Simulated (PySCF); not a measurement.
Chlorine: a sound run and one with changed settings

Sound run: Cl [Ne] 3s2 3p5, Cl⁺ [Ne] 3s2 3p4. All numbers are calculated (PySCF 2.14, the spin-free X2C one-electron Hamiltonian (Gaussian nucleus), in cc-pVDZ-DK). In the sound run the correlated levels freeze [Ne]. The sound run starts from symmetry-adapted Hartree-Fock orbitals and uses a fine grid where one is needed.

Changed run: a valence shell is frozen. This setting is unsound on purpose.

```
species   method  sound run (hartree)  changed run (hartree)  converged
     Cl      MP2           -460.98829             -460.95055        yes
     Cl  CCSD(T)           -461.00619             -460.96132        yes
    Cl⁺      MP2           -460.53234             -460.48738        yes
    Cl⁺  CCSD(T)           -460.55245             -460.49681        yes
```

Ionisation energy of Cl:

```csv
method,sound run (eV),changed run (eV)
UHF,11.796,11.796
MP2,12.407,12.603
SCS-MP2,12.384,12.654
CCSD,12.345,12.634
CCSD(T),12.347,12.640
```

Freezing a valence shell removes pair correlation that changes on ionisation.

For comparison, NIST gives 12.968 eV between the lowest levels.
